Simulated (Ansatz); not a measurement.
System: S2, charge 0, triplet. S2 (SMILES S=S, triplet).
B3LYP-D3(BJ)/def2-TZVP minimum from Ansatz (a program for electronic structure):
```xyz
2

S      0.0000     0.0000    -0.9518
S      0.0000     0.0000     0.9518
```
Charge 0, spin multiplicity 3.

Total energies in cc-pV(Q+d)Z, 12 correlated electrons, 10 frozen orbitals. Radicals and triplets start from unrestricted determinants; spin-orbit coupling is neglected. Correlated methods leave the cores frozen. No relativity. The UHF reference of S2 (S=S, triplet) is spin-contaminated (<S^2> up to 0.06 over the pure value in the sets run).

| method | program | energy (Eh) | minus CCSDT(Q) (mEh) |
|---|---|---|---|
| HF | Ansatz | -795.10732 | 390.25 |
| MP2 | Ansatz | -795.44804 | 49.53 |
| CCSD | Ansatz | -795.47215 | 25.42 |
| CCSD(T) | Ansatz | -795.49472 | 2.85 |
| CCSDT(Q) | Ansatz | -795.49757 | 0.00 |

Rough core times of Ansatz's runs on a shared machine: CCSD(T) 40 s, CCSDT(Q) 40 min.
